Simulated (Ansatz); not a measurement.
**BClF, doublet: from triple and quadruple zeta to the limit**

```yaml
atoms:
  - { symbol: F, position_ang: [1.2556, 0.2618, -0.4349] }
  - { symbol: B, position_ang: [0.0889, -0.0609, 0.0437] }
  - { symbol: Cl, position_ang: [-1.3937, 0.5753, -0.6120] }
```

Connectivity, by distances: F–B–Cl.

Ansatz 0.2.0, UHF determinant, valence electrons correlated. Energies in eV.

```tsv
set	X	functions	Hartree–Fock	MP2 correlation	CCSD(T) correlation	time
def2-TZVPP	3	104	-15884.0075	-13.7559	-14.8265	31 s on 1 × NVIDIA H100 80GB HBM3 with 1 thread of AMD EPYC 7R13 Processor (Zen 3), with other jobs on the host
def2-QZVPP	4	184	-15884.5072	-15.0809	-16.1391	15 s on 1 × NVIDIA H100 80GB HBM3 with 1 thread of AMD EPYC 7R13 Processor (Zen 3), on a shared host
```

Hartree–Fock is taken to follow E(X) = E∞ + A·exp(−7.88·√X), correlation E(X) = E∞ + B·X^−2.97.

Q: Work out the CCSD(T) energy at the limit, and how far the shortcut misses it that extrapolates MP2 and adds CCSD(T) minus MP2 from the smaller set.

A: Hartree–Fock: E∞ = E4 + 0.1377·(E4 − E3) = -15884.5761. Correlation: E∞ = E4 + 0.7407·(E4 − E3) = -17.1113 for CCSD(T) and -16.0624 for MP2. The limit is -15901.6874 eV, 1.041 eV below def2-QZVPP. The shortcut gives a correlation energy of -16.0624 + (-1.0706) = -17.1331, 22 meV lower than the direct value.

Past Ne part of the Hartree–Fock step between the two sets comes from the cores, which don't follow the formula, so the 69 meV that it adds to the total can overshoot; that part largely cancels in differences.
